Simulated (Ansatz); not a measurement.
## Relaxing Ag

All numbers below come from Ansatz, DFT r2SCAN, scalar-relativistic, plane waves, PAW. Cutoff 500 eV, Γ-centred k mesh, Gaussian smearing, no spin polarisation in the final step.

Ag was placed on the beta-tin structure type (I4_1/amd, No. 141), at a guessed volume.

```
CELL_PARAMETERS angstrom
-2.53744 2.53744 1.38422
2.53744 -2.53744 1.38422
2.53744 2.53744 -1.38422
ATOMIC_POSITIONS crystal
Ag 0.00000 0.00000 0.00000
Ag 0.75000 0.25000 0.50000
```

Cell and atoms relax at zero pressure; the relaxation can't lower the symmetry of the start. After a coarse first stage the cell is made exact in the group found at 0.06 Å.

Energies count from the standard state of Ag at the same level.

(1) Describe the relaxed structure.

(2) What are its volume, energy, density and gap?

Answers

(1) It keeps I4_1/amd (No. 141). The result has the beta-tin structure. Conventional cell: a = 5.264 Å, c = 2.752 Å. Ag has 6 Ag at 2.72–2.75 Å.

Space group I4_1/amd:1 (No. 141). a = 5.264 Å, b = 5.264 Å, c = 2.752 Å, α = 90.00°, β = 90.00°, γ = 90.00°
| atom | site | symmetry | x | y | z |
| --- | --- | --- | --- | --- | --- |
| Ag | 4a | -4m2 | 0.0000 | 0.0000 | 0.0000 |

(2) The volume per atom is 19.06 Å³. The density is 9.40 g/cm³, the energy over the standard structure is 0.25 eV/atom and the gap on the 22×22×22 mesh is 0 eV (a metal).

The final run used a 22×22×22 mesh on its 2-atom cell and 0.10 eV smearing. The k mesh leaves about 4 meV/atom of noise in metals. A structure relaxed within its symmetry needn't be a true minimum. The steps took roughly 5 core-minutes in all.